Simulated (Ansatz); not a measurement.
Rock-salt ZrC: PBE at its full settings (plane-wave cutoff 520 eV, 20×20×20 k mesh, Fermi–Dirac smearing 0.05 eV, scalar-relativistic PAW data made under PBE) and at cheaper ones, in a cell of 2 atoms with Γ-centred meshes.

| level and setting | equilibrium lattice constant a (Å) | bulk modulus B0 (GPa) |
|---|---|---|
| PBE (Ansatz) | 4.709 | 222 |
| PBE (300 eV cutoff) (Ansatz) | 4.715 | 223 |
| PBE (2×2×2 k mesh) (Ansatz) | 4.760 | 219 |
| PBE (4×4×4 k mesh) (Ansatz) | 4.703 | 223 |
| PBE (6×6×6 k mesh) (Ansatz) | 4.709 | 222 |
| PBE (Fermi-Dirac smearing of 0.3 eV) (Ansatz) | 4.711 | 221 |

Largest shifts from the full settings: lattice constant a +1.08 % (PBE (2×2×2 k mesh)), against a difference of +0.28 % of the full result from the reference 4.696 Å (measured, temperature not stated, no zero-point or thermal correction; as tabulated in Zhang et al. (2018), doi:10.1088/1367-2630/aac7f0); bulk modulus -1.4 % (PBE (2×2×2 k mesh)), against a difference of -0.4 % of the full result from the reference 223 GPa (measured, temperature not stated, not corrected to a static lattice, from single-crystal elastic constants, sources range from 208 to 223; as tabulated in arXiv:1102.4063).

Ansatz's density-functional and Hartree–Fock values are scalar-relativistic unless marked +SOC, with PAW data made under PBE.

Run with cheap settings on purpose, which may leave them unconverged: PBE (2×2×2 k mesh), PBE (300 eV cutoff), PBE (4×4×4 k mesh), PBE (6×6×6 k mesh), PBE (Fermi-Dirac smearing of 0.3 eV).

Ansatz is a program for electronic structure.
